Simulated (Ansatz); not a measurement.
Basis-set extrapolation for C$_{5}$H$_{10}$O$_{2}$ (`CC1OCCCO1`) (PBE0-D4/def2-TZVP geometry, frozen core, Ansatz 0.2.0). Multiplicity 1, RHF reference.

```json
{"": "HF", "def2-TZVPP": "-345.007028", "def2-QZVPP": "-345.022909"}
{"": "MP2 correlation", "def2-TZVPP": "-1.321177", "def2-QZVPP": "-1.412960"}
{"": "CCSD(T) correlation", "def2-TZVPP": "-1.426071", "def2-QZVPP": "not run"}
```

Energies in hartree. Use E(X) = E(∞) + A·exp(−7.88·√X) for Hartree–Fock and E(X) = E(∞) + B·X^(−2.97) for correlation, with X = 3 and 4, and add CCSD(T) minus MP2 of the smaller set to the MP2 limit.

Problem. What is the CCSD(T) energy at the basis-set limit?

Solution. HF limit: -345.022909 + (-0.015881) × 0.13774 = -345.02510. MP2 limit: -1.412960 + (-0.091783) × 0.74074 = -1.48095. Higher-order term: -1.426071 − (-1.321177) = -0.10489. Total: -346.61094 hartree, 466.9 kJ/mol below CCSD(T)/def2-TZVPP.
